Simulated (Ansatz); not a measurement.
The first iterations of a band of H2S + H4OSi (9 atoms, charge 0, multiplicity 1).

Theory: RKS r2SCAN-D4/def2-SVP in Ansatz 0.2.0.

* movable images: 9
* climbing image: yes
* spring: 5.0 eV/Å²
* optimiser: quadratic models (default)
* start path: straight line
* force threshold: 0.05 eV/Å
* iteration limit: 60
* end points: relaxed

Initial state:

```xyz
9
Properties=species:S:1:pos:R:3
Si -0.192 0.271 -0.030
O -0.151 0.020 1.631
H -0.993 0.092 2.097
H 1.215 0.431 -0.471
H -0.968 1.515 -0.334
H -0.842 -0.864 -0.753
S 1.757 -2.728 1.222
H 0.600 -3.411 1.088
H 1.121 -1.682 1.805
```

Final state:

```xyz
9
Properties=species:S:1:pos:R:3
Si 0.963 -0.292 -0.219
O -1.253 -1.164 1.970
H -1.819 -1.278 1.194
H 1.990 0.124 -1.216
H 0.497 0.926 0.515
H -0.214 -0.853 -0.955
S 1.909 -1.727 1.053
H 0.768 -1.880 1.773
H -1.293 -0.213 2.140
```

| iteration | highest image above the first end (eV) | largest band force component (eV/Å) |
| --- | --- | --- |
| 1 | 4.963 | 5.525 |
| 2 | 3.229 | 3.527 |
| 3 | 2.043 | 11.968 |
| 4 | 1.631 | 1.490 |
| 5 | 1.442 | 1.764 |
| 6 | 1.336 | 0.955 |
| 7 | 1.232 | 0.764 |
| 8 | 1.172 | 0.796 |
| 9 | 1.138 | 1.105 |
| 10 | 1.102 | 0.422 |
| 11 | 1.208 | 0.540 |
| 12 | 1.198 | 0.366 |

Question: Does the band converge within its limit, and where does its top end?

Answer: The run converged. It ended after 36 iterations with the highest image 1.137 eV above the first end. Beside the main top the profile has a ripple of under 15 meV (maxima at images 1, 4), which may be a very shallow well or noise. Another band between the same ends (9 images) ends at a top of the same energy, where a vibrational analysis finds 1 clearly imaginary mode. The orbitals stay closed-shell, which can raise the energy where a bond breaks towards radicals; this wasn't checked here.

Time of the run: 12 min on 2 threads of Arm Neoverse V1, on a shared host, peak memory 0.16 GiB.
